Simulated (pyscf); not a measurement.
Structures and frequencies: ωB97X-D3(BJ)/def2-SVP in PySCF. MP2 and CC: frozen core, UHF for open shells. ΔMP2 is the change of the MP2 total energy from the triple- to the quadruple-zeta basis.

Problem. For HC≡CH (SMILES C#C) + HF (SMILES F) → :C=CH₂ (SMILES [C]=C) [singlet] + HF (SMILES F), a concerted two-bond exchange (singlet surface; C–H, F–H broken, C–H, F–H formed), PBE/def2-TZVP gives ΔE‡ = 50.0 kcal/mol and ΔE = +45.1 kcal/mol (zero: the separated reactants). In which direction and how far do r²SCAN/def2-TZVP, B3LYP-D3(BJ)/def2-TZVP, CCSD(T)/def2-TZVPP + ΔMP2(QZVPP) move these?

Solution. r²SCAN: ΔE‡ = 54.1 kcal/mol, ΔE = +44.7 kcal/mol; B3LYP-D3(BJ): ΔE‡ = 59.6 kcal/mol, ΔE = +42.9 kcal/mol; CCSD(T): ΔE‡ = 64.8 kcal/mol, ΔE = +44.8 kcal/mol. PBE's barrier lies under all of them, by 4.1 to 14.8 kcal/mol. Its reaction energy lies over all of them, by 0.3 to 2.2 kcal/mol. Low barriers are usual for a GGA, whose delocalisation error favours stretched bonds. On the reactant side the descent ends in a complex, 5.3 kcal/mol under the separated species and 66.3 kcal/mol under the saddle at ωB97X-D3(BJ)/def2-TZVP. On the product side the descent ends in a complex, 5.8 kcal/mol under the separated species and 25.1 kcal/mol under the saddle at ωB97X-D3(BJ)/def2-TZVP. At ωB97X-D3(BJ) the barrier from the zero used here is 60.9 kcal/mol. The same reactants have a lower exit, to H₂C=CH–F (barrier +45.4 kcal/mol at ωB97M-D3(BJ), against +59.8 kcal/mol here). One saddle was located; it need not be the lowest between these sides. The CCSD(T) − MP2 part came from Ansatz, without density fitting, on the same reference.
